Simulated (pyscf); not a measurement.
# Routes from Cl–Ga (SMILES [Cl][Ga]) [singlet] + H₂C=CH₂ (SMILES C=C)

Candidate steps break at most two bonds and form at most two. Each was searched with GFN2-xTB (tblite) first. Structures and frequencies: ωB97X-D3(BJ)/def2-SVP in PySCF. MP2 and CC: frozen core, UHF for open shells. ΔMP2 is the change of the MP2 total energy from the triple- to the quadruple-zeta basis. Energies: CCSD(T)/def2-TZVPP + ΔMP2(QZVPP), kcal/mol, from the separated reactants, singlet surface; ΔG‡ with ideal gas, 1 atm, RRHO with modes under 100 cm⁻¹ raised to 100, one conformer, R ln 2 for chiral ones without a mode under 150 cm⁻¹.

| products | type | ΔE‡ | ΔE | ΔG‡ 298 K | ΔG‡ 900 K | ν‡ (cm⁻¹) |
|---|---|---|---|---|---|---|
| cyclic C₂H₄ClGa (SMILES [Cl][Ga]1[CH2][CH2]1) | cycloaddition | 58.4 | +29.7 | 67.3 | 86.4 | 662i |
| H₂C=CH–GaH–Cl | insertion | 79.6 | +1.1 | 85.1 | 102.4 | 1188i |

Row 1: On the reactant side the descent ends in a complex (not fully relaxed), 5.0 kcal/mol under the separated species and 71.0 kcal/mol under the saddle at ωB97X-D3(BJ)/def2-TZVP. Row 2: On the reactant side the descent ends in a complex, 5.1 kcal/mol under the separated species and 89.1 kcal/mol under the saddle at ωB97X-D3(BJ)/def2-TZVP. 

Plain bond fissions and candidates not yet searched are not listed, and one of them may be faster. Each barrier is that of the saddle found; lower ones may exist. One closed-shell reference is unstable to symmetry breaking; treat the single-reference values with care. The CCSD(T) − MP2 part came from Ansatz, without density fitting, on the same reference. The frozen core leaves the outer d or s,p core shells of the metals and heavy elements correlated in the MP2 and CC values, and def2-TZVPP describes them poorly, which can shift differences by a few kcal/mol. Elements up to Kr have no core potential and no relativistic terms here.
